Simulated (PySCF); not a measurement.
# Si2H5Cl (SMILES [SiH3][SiH2]Cl): CCSD(T)/3-21G

What is the vertical ionisation energy of Si2H5Cl at CCSD(T)/3-21G? The job is set up through a Python script.

Program for the calculation: PySCF 2.14.0.

## 1. Starting point

Si2H5Cl has 8 atoms, charge 0, and is taken as a singlet. SMILES: `[SiH3][SiH2]Cl`. The shape is that of a PBE0-D4/def2-TZVP optimisation.

Bond lengths: Si1–Si2 2.338 Å, Si2–Cl3 2.065 Å, Si1–H4 1.488 Å, Si1–H5 1.486 Å, Si1–H6 1.486 Å, Si2–H7 1.485 Å, Si2–H8 1.485 Å. Some angles: Si1–Si2–Cl3 108.7°, Si1–Si2–H7 111.9°, Si1–Si2–H8 111.8°, Cl3–Si2–H7 107.7°, Cl3–Si2–H8 107.7°, Si2–Si1–H4 109.6°, Si2–Si1–H5 109.6°, Si2–Si1–H6 109.6°, H7–Si2–H8 108.8°, H4–Si1–H5 109.3°.

## 2. The energy at CCSD(T)/3-21G

Input file calc.py:

```python
from pyscf import gto, scf, cc

mol = gto.Mole()
mol.atom = '''
Si    -1.335092     1.666360    -0.737560
Si     1.083569    -1.774075     0.615862
Cl     4.595058    -0.477912     1.715871
H     -3.879608     0.774977    -1.536347
H     -0.064818     2.911501    -2.910178
H     -1.614771     3.506765     1.364571
H     -0.078991    -3.066648     2.818338
H      1.468695    -3.648872    -1.436003
'''
mol.unit = 'bohr'
mol.basis = '3-21g'
mol.max_memory = 1860
mol.verbose = 3
mol.build()

mf = scf.RHF(mol)
mf.conv_tol = 1e-10
mf.kernel()
if not mf.converged:
    mf = mf.newton().run(mf.mo_coeff, mf.mo_occ)

mycc = cc.CCSD(mf, frozen=15)
mycc.kernel()
e_t = mycc.ccsd_t()
e_tot = mycc.e_tot + e_t
print('E = %.10f Eh' % e_tot)
```

On the command line:

```bash
$ OMP_NUM_THREADS=1 python calc.py
```

Log:

```text
converged SCF energy = -1035.00619709079
E(CCSD) = -1035.201459806626  E_corr = -0.1952627158343771
CCSD(T) correction = -0.00314861095494507
E = -1035.2046084176 Eh
```

Wall time 0.95 s (1 thread of Intel Xeon 6975P-C (Granite Rapids), shared host); peak memory 0.12 GiB.

## 3. The doublet cation, same level

Input file run.py:

```python
from pyscf import gto, scf, cc

system = gto.M(
    atom='''
Si    -0.706500     0.881800    -0.390300
Si     0.573400    -0.938800     0.325900
Cl     2.431600    -0.252900     0.908000
H     -2.053000     0.410100    -0.813000
H     -0.034300     1.540700    -1.540000
H     -0.854500     1.855700     0.722100
H     -0.041800    -1.622800     1.491400
H      0.777200    -1.930900    -0.759900
''',
    max_memory=1860,
    charge=1,
    verbose=4,
    spin=1,
    basis='3-21g',
)

myscf = scf.UHF(system)
myscf.conv_tol = 1e-10
myscf.kernel()
if not myscf.converged:
    myscf = myscf.newton().run(myscf.mo_coeff, myscf.mo_occ)

mycc = cc.CCSD(myscf, frozen=15)
mycc.kernel()
e_t = mycc.ccsd_t()
e_tot = mycc.e_tot + e_t
print('E = %.10f Eh' % e_tot)
```

On the command line:

```bash
$ OMP_NUM_THREADS=1 python run.py
```

Log:

```text
PySCF version 2.14.0

[INPUT] num. atoms = 8
[INPUT] num. electrons = 49
[INPUT] charge = 1
[INPUT] spin (= nelec alpha-beta = 2S) = 1
[INPUT] symmetry False subgroup None
[INPUT] Mole.unit = angstrom
[INPUT] Symbol           X                Y                Z      unit          X                Y                Z       unit  Magmom
[INPUT]  1 Si    -0.706500000000   0.881800000000  -0.390300000000 AA   -1.335091507005   1.666360496641  -0.737560106418 Bohr   0.0
[INPUT]  2 Si     0.573400000000  -0.938800000000   0.325900000000 AA    1.083568959826  -1.774074885742   0.615861743996 Bohr   0.0
[INPUT]  3 Cl     2.431600000000  -0.252900000000   0.908000000000 AA    4.595058044492  -0.477911736903   1.715871321105 Bohr   0.0
[INPUT]  4 H     -2.053000000000   0.410100000000  -0.813000000000 AA   -3.879607733732   0.774976683684  -1.536347339271 Bohr   0.0
[INPUT]  5 H     -0.034300000000   1.540700000000  -1.540000000000 AA   -0.064817606073   2.911501040117  -2.910178231830 Bohr   0.0
[INPUT]  6 H     -0.854500000000   1.855700000000   0.722100000000 AA   -1.614770973441   3.506764769355   1.364571234548 Bohr   0.0
[INPUT]  7 H     -0.041800000000  -1.622800000000   1.491400000000 AA   -0.078990552007  -3.066647554944   2.818337542176 Bohr   0.0
[INPUT]  8 H      0.777200000000  -1.930900000000  -0.759900000000 AA    1.468695144012  -3.648872173923  -1.436002882057 Bohr   0.0

nuclear repulsion = 191.508261879405
number of shells = 31
number of NR pGTOs = 96
number of NR cGTOs = 49
basis = 3-21g
ecp = {}

******** <class 'pyscf.scf.uhf.UHF'> ********
method = UHF
initial guess = minao
damping factor = 0
level_shift factor = 0
DIIS = <class 'pyscf.scf.diis.CDIIS'>
diis_start_cycle = 1
diis_space = 8
diis_damp = 0
SCF conv_tol = 1e-10
SCF conv_tol_grad = None
SCF max_cycles = 50
direct_scf = True
direct_scf_tol = 1e-13
number electrons alpha = 25  beta = 24
[... 81 lines left out ...]
cycle= 20 E= -1034.62353504269  delta_E= -4.02e-11  |g|= 8.13e-07  |ddm|= 3.77e-05
[... the frontier-level lines of each cycle are left out ...]
Extra cycle  E= -1034.62353504269  delta_E= -1.36e-12  |g|= 6.71e-07  |ddm|= 1.99e-06
converged SCF energy = -1034.62353504269  <S^2> = 0.76825191  2S+1 = 2.0181694

******** <class 'pyscf.cc.uccsd.UCCSD'> ********
CC2 = 0
CCSD nocc = (np.int64(10), np.int64(9)), nmo = (34, 34)
frozen orbitals 15
max_cycle = 50
direct = 0
conv_tol = 1e-07
conv_tol_normt = 1e-06
diis_space = 6
diis_start_cycle = 0
diis_start_energy_diff = 1e+09
Init t2, MP2 energy = -0.160308735042179
Init E_corr(UCCSD) = -0.160308735043023
cycle = 1  E_corr(UCCSD) = -0.186848378821782  dE = -0.0265396438  norm(t1,t2) = 0.0817806
cycle = 2  E_corr(UCCSD) = -0.195932726023688  dE = -0.0090843472  norm(t1,t2) = 0.0334909
cycle = 3  E_corr(UCCSD) = -0.201319070623162  dE = -0.0053863446  norm(t1,t2) = 0.0181527
cycle = 4  E_corr(UCCSD) = -0.201760040261169  dE = -0.000440969638  norm(t1,t2) = 0.00804014
cycle = 5  E_corr(UCCSD) = -0.201525220052444  dE = 0.000234820209  norm(t1,t2) = 0.00510983
cycle = 6  E_corr(UCCSD) = -0.20162755966884  dE = -0.000102339616  norm(t1,t2) = 0.00163227
cycle = 7  E_corr(UCCSD) = -0.201635201231835  dE = -7.641563e-06  norm(t1,t2) = 0.000642219
cycle = 8  E_corr(UCCSD) = -0.201638084759055  dE = -2.88352722e-06  norm(t1,t2) = 0.000355176
cycle = 9  E_corr(UCCSD) = -0.20163717952001  dE = 9.05239045e-07  norm(t1,t2) = 0.000218875
cycle = 10  E_corr(UCCSD) = -0.201636118377638  dE = 1.06114237e-06  norm(t1,t2) = 0.000105786
cycle = 11  E_corr(UCCSD) = -0.201634927106272  dE = 1.19127137e-06  norm(t1,t2) = 3.29114e-05
cycle = 12  E_corr(UCCSD) = -0.201634034854395  dE = 8.92251877e-07  norm(t1,t2) = 1.25756e-05
cycle = 13  E_corr(UCCSD) = -0.201633919340391  dE = 1.15514004e-07  norm(t1,t2) = 5.66112e-06
cycle = 14  E_corr(UCCSD) = -0.201633997501021  dE = -7.81606297e-08  norm(t1,t2) = 3.23574e-06
cycle = 15  E_corr(UCCSD) = -0.201634014768353  dE = -1.72673321e-08  norm(t1,t2) = 1.52435e-06
cycle = 16  E_corr(UCCSD) = -0.201633992234662  dE = 2.25336908e-08  norm(t1,t2) = 8.28269e-07
UCCSD converged
E(UCCSD) = -1034.825169034922  E_corr = -0.201633992234662
UCCSD(T) correction = -0.00441259320962433
E = -1034.8295816281 Eh
```

Wall time 2.3 s (1 thread of Intel Xeon 6975P-C (Granite Rapids), shared host); peak memory 0.16 GiB.

## 4. Outcome

Level: CCSD(T)/3-21G, 15 core orbitals frozen.

```
                                                                  quantity           value
                                             singlet Si2H5Cl: total energy  -1035.20461 Eh
                     singlet Si2H5Cl: dipole moment (Hartree–Fock density)          2.90 D
                      singlet Si2H5Cl: HOMO energy (Hartree–Fock orbitals)       -11.10 eV
                      singlet Si2H5Cl: LUMO energy (Hartree–Fock orbitals)         2.63 eV
                    singlet Si2H5Cl: HOMO–LUMO gap (Hartree–Fock orbitals)        13.73 eV
             singlet Si2H5Cl: correlation energy (15 core orbitals frozen)      -198.4 mEh
                                           singlet Si2H5Cl: (T) correction       -3.15 mEh
                                            singlet Si2H5Cl: T1 diagnostic           0.009
                                              doublet cation: total energy  -1034.82958 Eh
doublet cation: HOMO energy (Hartree–Fock orbitals) (highest over α and β)       -17.42 eV
 doublet cation: LUMO energy (Hartree–Fock orbitals) (lowest over α and β)        -9.66 eV
              doublet cation: correlation energy (15 core orbitals frozen)      -206.0 mEh
                                            doublet cation: (T) correction       -4.41 mEh
                         doublet cation: ⟨S²⟩ of the reference determinant           0.768
                                             doublet cation: T1 diagnostic           0.017
                        vertical ionisation energy (to the doublet cation)       10.205 eV
```

Removing an electron at fixed nuclei costs 10.20 eV (235 kcal/mol). Mulliken charges (singlet Si2H5Cl) of the mean-field density run from -0.46 on Cl3 to +0.67 on Si2; they depend strongly on the basis. The triples (singlet Si2H5Cl) make up 1.6 % of the correlation energy. The triples (doublet cation) make up 2.1 % of the correlation energy.
